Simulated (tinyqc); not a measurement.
UHF in the sto-6g basis, for LiH, spin multiplicity 1, step by step. One step of it, computed by the program tinyqc.

Problem. Iteration 2: building the Fock matrix. J_ij = sum D_kl (ij|kl) with D = D(alpha) + D(beta), K_ij = sum D_kl (ik|jl) for each spin; F = H + J - K(s); E = tr D H + tr D J / 2 - 0.5 sum_s tr D(s) K(s) + E_nn.

D(alpha) after iteration 1, lower triangle:
```
            1Li 1s    1Li 2s   1Li 2px   1Li 2py   1Li 2pz     2H 1s
1Li 1s    1.036865
1Li 2s   -0.158035  0.681197
1Li 2px   0.000000  0.000000  0.000000
1Li 2py   0.000000  0.000000  0.000000  0.000000
1Li 2pz  -0.046020  0.185728  0.000000  0.000000  0.050647
2H 1s    -0.077369  0.281518  0.000000  0.000000  0.076791  0.116489
```

D(beta) after iteration 1, lower triangle:
```
            1Li 1s    1Li 2s   1Li 2px   1Li 2py   1Li 2pz     2H 1s
1Li 1s    0.991176
1Li 2s    0.018234  0.003892
1Li 2px   0.000000  0.000000  0.000000
1Li 2py   0.000000  0.000000  0.000000  0.000000
1Li 2pz  -0.007920  0.015954  0.000000  0.000000  0.072947
2H 1s    -0.028659  0.050604  0.000000  0.000000  0.231704  0.735976
```

core Hamiltonian H = T + V (hartree), lower triangle:
```
            1Li 1s     1Li 2s    1Li 2px    1Li 2py    1Li 2pz      2H 1s
1Li 1s   -4.683828
1Li 2s   -0.994113  -1.319239
1Li 2px   0.000000   0.000000  -1.084763
1Li 2py   0.000000   0.000000   0.000000  -1.084763
1Li 2pz  -0.008480  -0.084327   0.000000   0.000000  -1.147592
2H 1s    -0.067768  -0.364143   0.000000   0.000000  -0.503945  -1.171209
```

Two-electron integrals (ij|kl) in chemists' order, unique and non-zero (hartree):
```
(11|11) 1.681247   (21|11) 0.242603   (21|21) 0.044507   (22|11) 0.397190
(22|21) 0.090279   (22|22) 0.290625   (31|31) 0.009437   (32|31) 0.014261
(32|32) 0.064236   (33|11) 0.397190   (33|21) 0.090279   (33|22) 0.290625
(33|33) 0.313125   (41|41) 0.009437   (42|41) 0.014261   (42|42) 0.064236
(43|43) 0.016875   (44|11) 0.397190   (44|21) 0.090279   (44|22) 0.290625
(44|33) 0.279374   (44|44) 0.313125   (51|51) 0.009437   (52|51) 0.014261
(52|52) 0.064236   (53|53) 0.016875   (54|54) 0.016875   (55|11) 0.397190
(55|21) 0.090279   (55|22) 0.290625   (55|33) 0.279374   (55|44) 0.279374
(55|55) 0.313125   (61|11) 0.015758   (61|21) 0.002855   (61|22) 0.005944
(61|33) 0.005857   (61|44) 0.005857   (61|51) 0.000385   (61|52) 0.000817
(61|55) 0.006118   (61|61) 0.000204   (62|11) 0.071360   (62|21) 0.016616
(62|22) 0.061337   (62|33) 0.057792   (62|44) 0.057792   (62|51) 0.002639
(62|52) 0.019111   (62|55) 0.068427   (62|61) 0.001324   (62|62) 0.026572
(63|31) 0.000987   (63|32) 0.005399   (63|53) 0.002435   (63|63) 0.001308
(64|41) 0.000987   (64|42) 0.005399   (64|54) 0.002435   (64|64) 0.001308
(65|11) 0.097771   (65|21) 0.022903   (65|22) 0.086671   (65|33) 0.080750
(65|44) 0.080750   (65|51) 0.004112   (65|52) 0.029789   (65|55) 0.098513
(65|61) 0.001875   (65|62) 0.040433   (65|65) 0.061895   (66|11) 0.233373
(66|21) 0.054989   (66|22) 0.222615   (66|33) 0.204474   (66|44) 0.204474
(66|51) 0.008425   (66|52) 0.079141   (66|55) 0.258899   (66|61) 0.004474
(66|62) 0.129148   (66|65) 0.201703   (66|66) 0.774999
```

nuclear repulsion = 0.70027862 hartree

Give: Coulomb J; exchange K(alpha); exchange K(beta); F(alpha); F(beta); total energy of this density.

Solution.

Coulomb J (hartree), lower triangle:
```
         1Li 1s  1Li 2s  1Li 2px  1Li 2py  1Li 2pz  2H 1s
1Li 1s    3.966
1Li 2s    0.624   1.298
1Li 2px   0.000   0.000    1.275
1Li 2py   0.000   0.000    0.000    1.275
1Li 2pz   0.016   0.123    0.000    0.000    1.344
2H 1s     0.042   0.350    0.000    0.000    0.512  1.543
```

exchange K(alpha) (hartree), lower triangle:
```
         1Li 1s  1Li 2s  1Li 2px  1Li 2py  1Li 2pz  2H 1s
1Li 1s    1.697
1Li 2s    0.245   0.257
1Li 2px   0.000   0.000    0.053
1Li 2py   0.000   0.000    0.000    0.053
1Li 2pz   0.001   0.101    0.000    0.000    0.103
2H 1s     0.015   0.151    0.000    0.000    0.117  0.229
```

exchange K(beta) (hartree), lower triangle:
```
         1Li 1s  1Li 2s  1Li 2px  1Li 2py  1Li 2pz  2H 1s
1Li 1s    1.676
1Li 2s    0.251   0.087
1Li 2px   0.000   0.000    0.014
1Li 2py   0.000   0.000    0.000    0.014
1Li 2pz   0.001   0.062    0.000    0.000    0.127
2H 1s     0.019   0.141    0.000    0.000    0.238  0.683
```

F(alpha) (hartree), lower triangle:
```
         1Li 1s  1Li 2s  1Li 2px  1Li 2py  1Li 2pz  2H 1s
1Li 1s   -2.414
1Li 2s   -0.615  -0.278
1Li 2px   0.000   0.000    0.137
1Li 2py   0.000   0.000    0.000    0.137
1Li 2pz   0.007  -0.063    0.000    0.000    0.093
2H 1s    -0.041  -0.165    0.000    0.000   -0.109  0.143
```

F(beta) (hartree), lower triangle:
```
         1Li 1s  1Li 2s  1Li 2px  1Li 2py  1Li 2pz   2H 1s
1Li 1s   -2.393
1Li 2s   -0.621  -0.108
1Li 2px   0.000   0.000    0.176
1Li 2py   0.000   0.000    0.000    0.176
1Li 2pz   0.007  -0.024    0.000    0.000    0.069
2H 1s    -0.044  -0.155    0.000    0.000   -0.230  -0.311
```

total energy of this density = -7.88971 hartree
